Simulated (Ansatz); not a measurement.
# SiH, doublet: from triple and quadruple zeta to the limit

```xyz
2

Si    0.0000    0.0000    0.0000
H     0.0000    0.0000    1.5317
```

Ansatz 0.2.0, UHF determinant, valence electrons correlated. Energies in eV.

```json
{"set": "def2-TZVPP", "X": "3", "functions": "56", "Hartree–Fock": "-7875.9027", "MP2 correlation": "-2.1961", "CCSD(T) correlation": "-2.9374", "time": "2.6 s on 1 × NVIDIA H100 80GB HBM3 with 1 thread of AMD EPYC 7R13 Processor (Zen 3), with other jobs on the host"}
{"set": "def2-QZVPP", "X": "4", "functions": "100", "Hartree–Fock": "-7876.1307", "MP2 correlation": "-2.3560", "CCSD(T) correlation": "-3.0569", "time": "3.8 s on 1 × NVIDIA H100 80GB HBM3 with 1 thread of AMD EPYC 7R13 Processor (Zen 3), on a shared host"}
```

Hartree–Fock is taken to follow E(X) = E∞ + A·exp(−7.88·√X), correlation E(X) = E∞ + B·X^−2.97.

Cautions: the determinant is a saddle point.

**Question.** Work out the CCSD(T) energy at the limit, and how far the shortcut misses it that extrapolates MP2 and adds CCSD(T) minus MP2 from the smaller set.

**Answer.** Hartree–Fock: E∞ = E4 + 0.1377·(E4 − E3) = -7876.1621. Correlation: E∞ = E4 + 0.7407·(E4 − E3) = -3.1454 for CCSD(T) and -2.4745 for MP2. The limit is -7879.3075 eV, 0.120 eV below def2-QZVPP. The shortcut gives a correlation energy of -2.4745 + (-0.7412) = -3.2157, 70 meV lower than the direct value.

Past Ne part of the Hartree–Fock step between the two sets comes from the cores, which don't follow the formula, so the 31 meV that it adds to the total can overshoot; that part largely cancels in differences.
